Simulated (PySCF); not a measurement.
## `CP(C)(C)=O`: ΔSCF against reference XPS values

Measured values to reproduce (core binding energies): P 2p3/2 of P2 137.63 eV [1]; O 1s of O5 535.88 eV [1]. Sources and the comparison follow the method.

C₃H₉OP.
SMILES with atom numbers: `[CH3:1][P:2]([CH3:3])([CH3:4])=[O:5]`

Computed with delta-SCF UKS SCAN, pcX-2 on the ionised atom, pcseg-1 elsewhere, spin-free X2C (PySCF 2.14.0). Binding energies are ΔSCF values: E(core-ionised, relaxed orbitals) − E(ground state) at a fixed geometry, referred to the vacuum level.

```
atom            environment    level  this calculation (eV)  reference (eV)  difference (eV)  source
  P2  phosphoryl phosphorus  P 2p3/2                 137.75          137.63            +0.12     [1]
  O5      phosphoryl oxygen     O 1s                 535.77          535.88            -0.11     [1]
```

[1] measured, gas; Perry, Schaaf, Jolly, LBL-3517 (X-ray photoelectron spectroscopic study of charge distributions in tetracovalent compounds of nitrogen and phosphorus, 1975) Note: scanned preprint of the 1970s; energy scale about 0.17 eV below the 1984 compilation; uncertainty about 0.05 eV.

Task: How far is it from the measured entries?

Result: Over the 2 different measured values (2 distinct lines) the mean signed difference is 0.00 eV, the mean unsigned one 0.12 eV and the largest 0.12 eV. The calculation is vertical and has no vibrational structure, and measured positions depend on the energy calibration.

Task: What does the calculation give for the levels without a reference value here?

Result: C1/C3/C4 C 1s 290.82 eV; P2 P 1s 2151.74 eV.

The first atom of each set that the bonding makes equivalent was ionised and stands for the set. 2p3/2 and 2p1/2 are the ΔSCF energy of one spin-free 2p hole plus the eigenvalues of a spin–orbit and ligand-field matrix of the shell. 2p1/2 minus 2p3/2 (ligand field included): P 0.89 eV. Isolated species at its PBE0-D3(BJ)/def2-SVP geometry, gas phase.
